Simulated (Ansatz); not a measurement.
`CC=N` at its PBE0-D4/def2-TZVP geometry, where that method's forces vanish. Charge 0, multiplicity 1.

```xyz
8

C    -0.5676    0.2781   -0.5223
C     0.6033    0.1670    0.3974
N     0.9935   -0.8491    1.0379
H    -0.2386    0.5873   -1.5191
H    -1.1059   -0.6682   -0.6043
H    -1.2573    1.0496   -0.1665
H     1.1897    1.0833    0.5263
H     0.3828   -1.6480    0.8507
```

Question: What forces (eV/Å) does B3LYP-D4/def2-TZVPP give on these atoms in Ansatz 0.2.0? (Estimate.)

Answer: Computed: 
```
C1  -0.150  0.031 -0.124
C2   0.137  0.196  0.036
N3   0.018 -0.152  0.066
H4  -0.025 -0.013  0.034
H5   0.017  0.045 -0.003
H6   0.018 -0.033 -0.023
H7  -0.038 -0.044 -0.013
H8   0.023 -0.030  0.027
```

B3LYP here is the variant with VWN-RPA as its local correlation; programs differ in this.
